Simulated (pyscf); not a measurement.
A first-order saddle from PySCF, ωB97X-D3(BJ)/def2-SVP:

```xyz
11

B     -1.3864    -0.0330    -0.2742
N     -2.2441     0.3369     0.8722
H     -1.3750    -1.2778    -0.6099
H     -1.5129     0.3925    -1.4111
H     -1.8129     0.5196     1.7705
H     -3.0978    -0.1939     1.0007
Si     0.4828     0.8524    -0.1857
H     -0.4334    -0.8807    -0.1710
H      0.1629     2.3072    -0.2014
H      1.3324     0.4971    -1.3586
H      1.2559     0.5756     1.0655
```
Charge 0, spin multiplicity 1.

Surface: singlet, charge 0. Lowest wavenumbers (cm⁻¹): 949i, 117, 177, 192, 404.

Question: Which two sides does it connect, and which bonds change?

Answer: H₂B–NH₂ + silane (SiH₄) ⇌ H₂N–BH–SiH₃ + hydrogen (H₂), a four-centre exchange read from left to right: B–H, H–Si broken and B–Si, H–H formed. At ωB97M-D3(BJ)/def2-TZVP it lies +38.9 kcal/mol from the left side and +28.9 kcal/mol from the right (each side as separated species at their lowest minima found). At the saddle there is also a short B–H contact that neither side keeps. The same reactants have a lower exit, to BH₃ + H₂N–SiH₃ (highest point, the separated products, at +27.7 kcal/mol at ωB97M-D3(BJ)/def2-TZVP, against +38.9 kcal/mol here). H₂N–BH–SiH₃ lies 13.2 kcal/mol over its isomer H₂B–NH–SiH₃ (electronic energy, ωB97M-D3(BJ)/def2-TZVP). This is the saddle that the search found; another between the same sides may lie lower.
